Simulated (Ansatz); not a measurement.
Worked example: correlation energy of H2Ga–AsH2, triplet

Geometry: that of the H2Ga–AsH2, singlet, kept fixed. The singlet lies 3.9 eV lower here.

| atom | x (Å) | y (Å) | z (Å) |
| --- | --- | --- | --- |
| Ga | 0.0215 | 0.0000 | 1.2397 |
| As | -0.0461 | 0.0000 | -1.1734 |
| H | -0.0154 | 1.3668 | 2.0118 |
| H | -0.0154 | -1.3668 | 2.0118 |
| H | 0.9876 | 1.1100 | -1.2806 |
| H | 0.9876 | -1.1100 | -1.2806 |

Basis cc-pVTZ; Ansatz 0.2.0. Only valence electrons are correlated (noble-gas cores and the filled d shells of p-block atoms frozen), which leaves 12 electrons in 114 orbitals. R marks a restricted (for open shells ROHF) determinant, U an unrestricted one. No spin–orbit coupling is included, and no scalar relativity.

Full CI isn't at hand for all of this; UCCSDT(Q) serves as the reference, and is uncertain by the last step of the cluster series or more.

UCCSD has a T1 diagnostic of 0.024 and a largest doubles amplitude of 0.04.

Runs differ by some tens of microhartree through their thresholds and, for an open shell, their frozen cores, so steps under 0.03 kcal/mol mean nothing.

Here the R and U totals at CCSDT(Q) differ by 0.25 kcal/mol, a measure of how far such totals hang on the determinant and its frozen core.

```csv
level,total energy (hartree)
UHF,-4159.720681
UMP2,-4159.929136
UCCSD,-4159.971547
UCCSD(T),-4159.980302
UCCSDT,-4159.981937
UCCSDT(Q),-4159.982310
```

**Question.** What is the correlation energy at UCCSDT(Q), and what share of it do UMP2 and UCCSD recover?

**Answer.** E(corr) = -4159.982310 − (-4159.720681) = -0.261629 hartree = -7.119 eV. UMP2: -0.208455 / -0.261629 = 79.68 %. UCCSD: -0.250866 / -0.261629 = 95.89 %.

**Question.** By how many kcal/mol does UCCSD(T) miss UCCSDT(Q) (1 hartree = 627.509 kcal/mol), and which steps make up the rest?

**Answer.** -4159.980302 − (-4159.982310) = 0.002008 hartree = 1.26 kcal/mol. Steps: UCCSDT − UCCSD(T) = -1.03, UCCSDT(Q) − UCCSDT = -0.23 kcal/mol. Differences between like states or geometries often cancel part of this.
